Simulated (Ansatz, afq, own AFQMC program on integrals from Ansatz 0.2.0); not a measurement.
MgGeH2, triplet: AFQMC among the cluster methods

```json
{"atom": "Ge", "x (Å)": "0.0000", "y (Å)": "-0.3125", "z (Å)": "1.7036"}
{"atom": "Mg", "x (Å)": "0.0000", "y (Å)": "-0.1914", "z (Å)": "-1.3890"}
{"atom": "H", "x (Å)": "0.0000", "y (Å)": "0.8227", "z (Å)": "2.7676"}
{"atom": "H", "x (Å)": "0.0000", "y (Å)": "-0.3189", "z (Å)": "-3.0823"}
```

Connectivity, by distances: GeH–MgH.

Basis cc-pVDZ. Noble-gas cores (and the filled d shells of Ga–Kr and In–Xe) are frozen. AFQMC by an in-house program on the Cholesky factors that Ansatz 0.2.0 writes for its CCSD(T) run. The CISD trial takes its coefficients from CCSD amplitudes. Released means that phaseless walkers are propagated on without the constraint, phases kept. Free AFQMC starts from the CCSD state and is never constrained. Its projection time is finite, and what remains of the start isn't in its error. Error bars are statistical, one sigma. No spin–orbit coupling.

Determinant: ROHF, the one that the program's search chose, which needn't be the lowest solution. The geometry is a point of a scan.

No full CI on the walks' own integrals is used here; CCSDT(Q) serves as the reference and is uncertain by about the last step of the cluster series.

Cautions: no relativity below Rb; no spin-orbit coupling; inner d shell frozen; lower spins were not checked.

```
T1 diagnostic                               : 0.0268
weight of the determinant in the CISD state : 0.893
size of the correlated space                : 8 electrons in 36 orbitals
```

Reference: CCSDT(Q), correlation energy -3.639 eV. The released energy is read at 2.40 1/Eh (meV from the phaseless value at times in 1/Eh: -2 ± 7 at 0.24, -1 ± 7 at 0.51, 0 ± 8 at 0.99, -12 ± 8 at 1.62, -3 ± 9 at 2.40).

| level | E − E(reference) (kcal/mol) | share of correlation (%) |
| --- | --- | --- |
| HF | 83.91 | 0.00 |
| MP2 | 20.65 | 75.39 |
| CCSD | 2.65 | 96.84 |
| CCSD(T) | 0.71 | 99.16 |
| CCSDT | 0.10 | 99.88 |
| ph-AFQMC/HF | -0.26 ± 0.74 | 100.32 |
| ph-AFQMC/CISD | 0.01 ± 0.17 | 99.99 |
| released AFQMC | -0.07 ± 0.21 | 100.08 |
| free AFQMC | -0.10 ± 0.19 | 100.12 |

Free projections are given only where their last times agree within the noise and don't stop above the reference; a slow remainder of the start can still hide under it. A walk keeps the symmetry of its determinant, which the program's search chose and which needn't be the lowest solution, so a lower state of the same spin and another symmetry isn't excluded. Released energies are given only where the last usable release times agree within the noise; a slower fall can still hide under it.
